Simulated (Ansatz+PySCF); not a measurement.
# singlet H2O: levels of theory in one basis

```json
{"atom": "O", "x (Å)": "0.0000", "y (Å)": "0.0000", "z (Å)": "-0.1197"}
{"atom": "H", "x (Å)": "0.0000", "y (Å)": "0.7542", "z (Å)": "0.4787"}
{"atom": "H", "x (Å)": "0.0000", "y (Å)": "-0.7542", "z (Å)": "0.4787"}
```

Basis set: def2-SVP (spherical functions). Left uncorrelated: 1 orbital. Charge 0, multiplicity 1.

Computed with Ansatz (development build ahead of 0.2.0); each method stands on the lowest determinant of its kind that the runs found. NEVPT2 correlates all electrons. Active spaces start from the frontier orbitals, and the lowest solution found is given.

```json
{"method": "RHF", "E − E(RHF) (eV)": "0.00", "<S²> of the determinant": "0.00"}
{"method": "RHF-MP2", "E − E(RHF) (eV)": "-5.49", "<S²> of the determinant": "–"}
{"method": "RHF-CCSD", "E − E(RHF) (eV)": "-5.75", "<S²> of the determinant": "–"}
{"method": "RHF-CCSD(T)", "E − E(RHF) (eV)": "-5.83", "<S²> of the determinant": "–"}
{"method": "CASSCF(2,2)", "E − E(RHF) (eV)": "-0.57", "<S²> of the determinant": "–"}
{"method": "SC-NEVPT2(2,2)", "E − E(RHF) (eV)": "-5.58", "<S²> of the determinant": "–"}
{"method": "SC-NEVPT2(8,6)", "E − E(RHF) (eV)": "-5.26", "<S²> of the determinant": "–"}
```

(1) What does CASSCF(8,6) give on the same scale?

(2) Is a single determinant a sound starting point here?

Results:

(1) -1.45 eV.

(2) By this sign, yes. Unrestricted orbitals gain 0.00 eV and <S²> is 0.00 against 0.00 for a pure state. The CASSCF(8,6) natural occupations are 2.00, 2.00, 1.98, 1.98, 0.02, 0.02. The CASSCF(2,2) natural occupations are 1.98, 0.02.

Caution for CASSCF(2,2): other starts end on other solutions of this active space.
